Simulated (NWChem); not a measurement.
**One shape, several levels: triplet C2F4**

Wanted: a comparison of 6 runs (UBLYP/6-31G*, U-revPBE/6-31G*, UPBE/6-31G*, UPBE0/6-31G*, USVWN5/6-31G*, UTPSS/6-31G*) of triplet C2F4. 

The results are computed with NWChem 7.3.0.

2 further runs of the same task are left out: 2 set aside as unsound or not needed.

## (1) The molecule

C2F4: 6 atoms, total charge 0, spin state triplet. As SMILES of the parent species, `FC(F)=C(F)F`. The coordinates come from a PBE0-D4/def2-TZVP relaxation. That shape belongs to the parent species and isn't relaxed for this state.

Bond lengths: F1–C2 1.310 Å, C2–F3 1.310 Å, C2–C4 1.320 Å, C4–F5 1.310 Å, C4–F6 1.310 Å. Angles: F1–C2–F3 113.3°, F1–C2–C4 123.4°, F3–C2–C4 123.4°, C2–C4–F5 123.4°, C2–C4–F6 123.4°, F5–C4–F6 113.3°.

## (2) The energy at UBLYP/6-31G(d) (spherical functions) (run 1)

Input file c2f4.nw:

```
start c2f4
title "C2F4 energy"
memory total 2200 mb
geometry units bohr noautosym nocenter noautoz
F    2.20946778  -2.14389429  -1.33792610
C    0.38266954  -1.20980266   0.04856596
F   -0.63778257  -2.87351755   1.57281905
C   -0.35602440   1.16936253  -0.07766774
F    0.66423873   2.83326638  -1.60173186
F   -2.18301162   2.10345415   1.30882431
end
basis "ao basis" spherical bse
* library 6-31G*
end
dft
xc becke88 lyp
mult 3
grid xfine
convergence energy 1e-08
iterations 100
mulliken
print low
end
task dft energy
```

The run is started by

```console
nwchem c2f4.nw > c2f4.out
```

Output:

```text
[...]
 d= 0,ls=0.0,diis     1   -475.0027023987 -7.21D+02  2.85D-02  4.76D-01     1.7
[...]
 d= 0,ls=0.0,diis    10   -475.2640771485 -7.29D-10  4.22D-07  3.41D-09    15.8
[...]
         Total DFT energy =     -475.264077148539
      One electron energy =    -1147.430187883348
           Coulomb energy =      479.377814533659
    Exchange-Corr. energy =      -52.766924621796
 Nuclear repulsion energy =      245.555220822947
[...]
      Total Density - Mulliken Population Analysis
     ---------------------------------------------
    Atom       Charge   Shell Charges
 -----------   ------   -------------------------------------------------------
    1 F    9     9.20   2.00  0.94  3.31  1.01  1.92  0.02
    2 C    6     5.59   2.00  0.65  2.06  0.26  0.52  0.11
    3 F    9     9.20   2.00  0.94  3.31  1.01  1.92  0.02
    4 C    6     5.59   2.00  0.65  2.06  0.26  0.52  0.11
    5 F    9     9.20   2.00  0.94  3.31  1.01  1.92  0.02
    6 F    9     9.20   2.00  0.94  3.31  1.01  1.92  0.02
[...]
      <S2> =      2.0036 (Exact =     2.0000)
[...]
```

It took 17 s on 1 thread of AMD EPYC 9R45 (Zen 5), shared host; peak memory 0.13 GiB.

## (3) The energy at U-revPBE/6-31G(d) (spherical functions) (run 2)

Input file run.py:

```python
from ase import Atoms
from ase.calculators.nwchem import NWChem

molecule = Atoms(['F', 'C', 'F', 'C', 'F', 'F'], positions=[
    [1.169200, -1.134500, -0.708000],
    [0.202500, -0.640200, 0.025700],
    [-0.337500, -1.520600, 0.832300],
    [-0.188400, 0.618800, -0.041100],
    [0.351500, 1.499300, -0.847600],
    [-1.155200, 1.113100, 0.692600],
])

calc = NWChem(
    label='mol',
    theory='dft',
    memory='2200 mb',
    basis='6-31G*',
    basispar='spherical bse',
    dft={'xc': 'revpbe cpbe96', 'mult': '3', 'grid': 'xfine', 'convergence': 'energy 1e-08', 'iterations': '100', 'mulliken': None},
    task='energy',
)
molecule.calc = calc

e = molecule.get_potential_energy()
print(f"E = {e:.6f} eV")
```

The run is started by

```console
export ASE_NWCHEM_COMMAND="nwchem PREFIX.nwi > PREFIX.nwo"
python run.py
```

Output:

```text
E = -12930.055441 eV
```

The calculator wrote mol.nwi:

```
title "mol"

permanent_dir mol

scratch_dir mol

start mol

geometry units angstrom nocenter noautosym noautoz
  F  1.1692000000000000e+00 -1.1345000000000001e+00 -7.0799999999999996e-01
  C  2.0250000000000001e-01 -6.4019999999999999e-01 2.5700000000000001e-02
  F  -3.3750000000000002e-01 -1.5206000000000000e+00 8.3230000000000004e-01
  C  -1.8840000000000001e-01 6.1880000000000002e-01 -4.1099999999999998e-02
  F  3.5149999999999998e-01 1.4993000000000001e+00 -8.4760000000000002e-01
  F  -1.1552000000000000e+00 1.1131000000000000e+00 6.9259999999999999e-01
end

memory 2200 mb

basis spherical bse noprint
   * library 6-31G*
end

dft
  xc revpbe cpbe96
  mult 3
  grid xfine
  convergence energy 1e-08
  iterations 100
  mulliken
end

task dft energy
```

mol.nwo:

```text
Northwest Computational Chemistry Package (NWChem) 7.3.0
             --------------------------------------------------------

           Job information
           ---------------

    nwchem branch   = 7.3.0
    use scalapack   = T
    input           = mol.nwi
    prefix          = mol.
    data base       = mol/mol.db
    status          = startup
    nproc           =        1

           Memory information
           ------------------

    heap     =     72089598 doubles =      550.0 Mbytes
    stack    =     72089595 doubles =      550.0 Mbytes
    global   =    144179200 doubles =     1100.0 Mbytes (distinct from heap & stack)
    total    =    288358393 doubles =     2200.0 Mbytes
    verify   = yes
    hardfail = no

[... 101 lines left out ...]
  convergence criterion.
[... 17 lines left out ...]
          Convergence on gradient requested:  5.00D-04
[... 22 lines left out ...]
          Convergence aids based upon iterative change in
[... 28 lines left out ...]
 1-e energy   =   -1147.219580
[... 55 lines left out ...]
         Total DFT energy =     -475.170777025310
[... 2 lines left out ...]
    Exchange-Corr. energy =      -52.648398045066
[... 600 lines left out ...]
                     DFT Final Beta Molecular Orbital Analysis
[... 688 lines left out ...]
 center of mass
 --------------
 x =   0.01325076 y =  -0.02018416 z =  -0.01451499

 moments of inertia (a.u.)
 ------------------
         677.062843551952         117.183196827782         149.139613831223
         117.183196827782         365.024974543294          67.107122021078
         149.139613831223          67.107122021078         717.345814072933

     Multipole analysis of the density
     ---------------------------------

     L   x y z        total         alpha         beta         nuclear
     -   - - -        -----         -----         ----         -------
     0   0 0 0     -0.000000    -25.000000    -23.000000     48.000000

     1   1 0 0      0.000154     -0.331301     -0.304626      0.636082
[... 8 lines of this table left out ...]
     2   0 0 2    -21.793582    -50.809025    -47.916240     76.931683

 Task  times  cpu:       16.4s     wall:       16.4s
 Total times  cpu:       16.4s     wall:       16.4s
```

Run time: 17 s. Hardware: 1 thread of AMD EPYC 9R45 (Zen 5), shared host; peak memory 0.13 GiB.

Runs 3 to 5 aren't shown in full; the table further down has their settings and results.

## (4) A single-point energy at UTPSS/6-31G(d) (spherical functions) (run 6)

Input file mymol.nw:

```
START mymol
memory total 2200 mb
GEOMETRY units angstrom noautosym nocenter noautoz
F        1.169200      -1.134500      -0.708000
C        0.202500      -0.640200       0.025700
F       -0.337500      -1.520600       0.832300
C       -0.188400       0.618800      -0.041100
F        0.351500       1.499300      -0.847600
F       -1.155200       1.113100       0.692600
END
BASIS spherical bse
* library 6-31G*
END
DFT
xc xtpss03 ctpss03
mult 3
grid xfine
convergence energy 1e-08
maxiter 100
mulliken
print medium
END
TASK dft energy
```

The run is started by

```console
nwchem mymol.nw > mymol.out
```

Output:

```text
[...]
          Wavefunction type:  spin polarized.
          No. of atoms     :     6
          No. of electrons :    48
[...]
          Charge           :     0
          Spin multiplicity:     3
[...]
          AO basis - number of functions:    84
[...]
              XC Information
              --------------
                  TPSS metaGGA Exchange Functional  1.000
             TPSS03 metaGGA Correlation Functional  1.000
[...]
 d= 0,ls=0.0,diis     1   -475.1127416164 -7.21D+02  2.79D-02  4.19D-01     2.3
[...]
 d= 0,ls=0.0,diis    10   -475.3637879210 -4.64D-09  5.00D-07  3.23D-09    21.8
[...]
         Total DFT energy =     -475.363787920976
      One electron energy =    -1147.351012473994
           Coulomb energy =      479.307113157548
    Exchange-Corr. energy =      -52.875127080473
 Nuclear repulsion energy =      245.555238475942
[...]
      Total Density - Mulliken Population Analysis
     ---------------------------------------------
    Atom       Charge   Shell Charges
 -----------   ------   -------------------------------------------------------
    1 F    9     9.23   2.00  0.94  3.30  1.02  1.95  0.02
    2 C    6     5.53   2.00  0.65  2.04  0.26  0.48  0.11
    3 F    9     9.23   2.00  0.94  3.30  1.02  1.95  0.02
    4 C    6     5.53   2.00  0.65  2.04  0.26  0.48  0.11
    5 F    9     9.23   2.00  0.94  3.30  1.02  1.95  0.02
    6 F    9     9.23   2.00  0.94  3.30  1.02  1.95  0.02
[...]
      <S2> =      2.0061 (Exact =     2.0000)
[...]
```

It took 23 s on 1 thread of AMD EPYC 9R45 (Zen 5), shared host; peak memory 0.13 GiB.

## (5) All runs side by side

| run | level | energy (Eh) | ⟨S²⟩ | wall time |
| --- | --- | --- | --- | --- |
| 1 | UBLYP/6-31G* (spherical functions) | -475.264077 | 2.004 | 17 s |
| 2 | U-revPBE/6-31G* (spherical functions) | -475.170777 | 2.004 | 17 s |
| 3 | UPBE/6-31G* (spherical functions) | -474.863315 | 2.004 | 17 s |
| 4 | UPBE0/6-31G* (spherical functions) | -474.868192 | 2.006 | 46 s |
| 5 | USVWN5/6-31G* (spherical functions) | -472.118410 | 2.002 | 8.1 s |
| 6 | UTPSS/6-31G* (spherical functions) | -475.363788 | 2.006 | 23 s |

## (6) Results

| quantity | value |
| --- | --- |
| run 6: total energy | -475.36379 Eh |
| run 6: dipole moment | 0.00 D |
| run 6: HOMO energy (highest over α and β) | -0.76 eV |
| run 6: ⟨S²⟩ | 2.006 |

Totals of different functionals can't be ranked against each other. All runs together took 2.1 min, the longest 46 s.
